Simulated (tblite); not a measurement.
Compound: acrylamide, C₃H₅NO.
Atom-mapped SMILES: `[CH2:1]=[CH:2][C:3]([NH2:4])=[O:5]` (hydrogens: H6, H7 on C1; H8 on C2; H9, H10 on N4)

Computed with GFN2-xTB (tblite), gas phase: Langevin dynamics at 300 K from the optimised GFN2-xTB geometry, time step 0.5 fs, friction 0.01 fs⁻¹, 2000 steps.

The start geometry, which sets the zero of energy:
```
atom  x, y, z in Å
C1     -1.739   -0.308    0.399
C2     -0.545   -0.434   -0.158
C3      0.564    0.490    0.195
N4      1.726    0.240   -0.462
O5      0.461    1.394    0.996
H6     -1.912    0.474    1.120
H7     -2.564   -0.960    0.165
H8     -0.329   -1.204   -0.886
H9      1.825   -0.511   -1.121
H10     2.523    0.824   -0.271
```

Question: These frames come from the run, each turned onto the start geometry. Order them by potential energy, lowest first.
A.
```
atom  x, y, z in Å
C1     -1.746   -0.302    0.394
C2     -0.526   -0.426   -0.081
C3      0.589    0.453    0.275
N4      1.767    0.135   -0.378
O5      0.547    1.360    1.056
H6     -1.962    0.542    0.979
H7     -2.606   -1.021    0.160
H8     -0.254   -1.172   -0.850
H9      1.755   -0.430   -1.189
H10     2.445    0.864   -0.388
```
B.
```
atom  x, y, z in Å
C1     -1.727   -0.270    0.314
C2     -0.481   -0.599   -0.019
C3      0.621    0.380    0.295
N4      1.704    0.283   -0.547
O5      0.582    1.257    1.146
H6     -2.047    0.675    0.808
H7     -2.590   -0.878    0.092
H8     -0.211   -1.573   -0.389
H9      1.591    0.088   -1.535
H10     2.566    0.642   -0.187
```
C.
```
atom  x, y, z in Å
C1     -1.767   -0.316    0.349
C2     -0.533   -0.439   -0.228
C3      0.520    0.499    0.133
N4      1.783    0.227   -0.403
O5      0.426    1.330    0.974
H6     -1.903    0.519    1.008
H7     -2.592   -1.036    0.447
H8     -0.295   -1.077   -0.992
H9      1.813   -0.472   -1.098
H10     2.558    0.770   -0.213
```
D.
```
atom  x, y, z in Å
C1     -1.782   -0.339    0.405
C2     -0.542   -0.403   -0.088
C3      0.542    0.520    0.242
N4      1.714    0.212   -0.449
O5      0.471    1.383    1.052
H6     -1.952    0.390    1.168
H7     -2.610   -0.922    0.045
H8     -0.231   -1.050   -0.857
H9      1.915   -0.617   -0.995
H10     2.483    0.830   -0.548
```

Answer: A (0.218 eV), D (0.295 eV), B (0.366 eV), C (0.486 eV).

In the order of the answer:

| t (fs) | E above start (eV) | largest force (eV/Å) | rms force component (eV/Å) | rms distance from start (Å) | rms bond change (Å) | bond most changed (Å) |
| --- | --- | --- | --- | --- | --- | --- |
| 25 | 0.218 | 2.18 | 0.763 | 0.112 | 0.029 | C1–H7 +0.068 |
| 925 | 0.295 | 2.20 | 0.713 | 0.139 | 0.021 | C3–N4 +0.037 |
| 775 | 0.366 | 1.48 | 0.511 | 0.366 | 0.016 | C1–H6 +0.036 |
| 275 | 0.486 | 3.54 | 1.276 | 0.129 | 0.035 | C2–H8 -0.059 |

The cost below is that of the whole dynamics run. The run took 5.6 s on one thread, Arm Neoverse V1 (aarch64), shared host, and the process peaked at 0.18 GiB of memory.
